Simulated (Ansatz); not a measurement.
[SiH3]- (SiH3⁻), relaxed as a singlet with RKS PBE0-D4/def2-TZVPD in Ansatz, starting from the GFN1-xTB geometry. Force threshold 0.02 eV/Å.

The highest occupied level of the charge -1 singlet lies above zero (up to 0.23 eV). By energy differences its removal costs 1.82 eV (vertical, to the charge 0 doublet, at PBE0-D4/def2-TZVPD); a positive level beside a positive removal energy at the same level points to self-interaction error.

Start:

Cartesian coordinates in Å:
```
Si 0.000 0.000 0.000
H -0.485 0.623 -0.337
H 0.426 0.137 0.732
H 0.059 -0.759 -0.395
```

| step | energy (eV) | largest force component (eV/Å) | SCF passes |
| --- | --- | --- | --- |
| 1 | -7889.6497 | 55.839 | 23 |
| 2 | -7911.1903 | 22.270 | 33 |
| 3 | -7918.8021 | 8.500 | 29 |
| 4 | -7921.1860 | 2.252 | 27 |
| 5 | -7921.2570 | 1.466 | 26 |
| 6 | -7921.3508 | 1.477 | 27 |
| 7 | -7921.4936 | 0.201 | 27 |
| 8 | -7921.4982 | 0.166 | 30 |
| 9 | -7921.6967 | 1.695 | 31 |
| 10 | -7922.2339 | 1.248 | 30 |
| 11 | -7922.6381 | 0.799 | 26 |
| 12 | -7922.7422 | 0.230 | 26 |
| 13 | -7922.7453 | 0.009 | 28 |

Force components are those of the run's own axes.

End:

Cartesian coordinates in Å:
```
Si 0.4891 0.2060 -0.3227
H -0.9000 0.8782 -0.4050
H 0.4843 0.1390 1.2212
H -0.0734 -1.2232 -0.4935
```

By distances, no bond broke or formed. The bond that changes most is Si1–H4, from 0.86 to 1.55 Å (atoms count from 1). A close non-bonded pair moves further: H2–H4, from 1.49 to 2.26 Å.

No frequencies were taken in this run, so the end may be a saddle point.

Hardware: 4 threads of Arm Neoverse V1 on a shared host. Wall time 3.9 s.
